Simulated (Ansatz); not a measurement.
singlet NO2(+): levels of theory in one basis

```xyz
3

O     0.0000    0.0000   -1.0925
N     0.0000    0.0000    0.0000
O     0.0000    0.0000    1.0925
```

Basis set: def2-SVP (spherical functions). Left uncorrelated: 3 orbitals. Charge 1, multiplicity 1.

Computed with Ansatz (development build ahead of 0.2.0); each method stands on the lowest determinant of its kind that the runs found.

```
 method  E − E(RHF) (eV)  <S²> of the determinant
    RHF             0.00                     0.00
RHF-MP2           -15.21                        –
```

Problem. What does RHF-CCSD(T) give on the same scale?

Solution. -15.26 eV.

Problem. Is a single determinant a sound starting point here?

Solution. By this sign, yes. Unrestricted orbitals gain 0.00 eV and <S²> is 0.00 against 0.00 for a pure state.
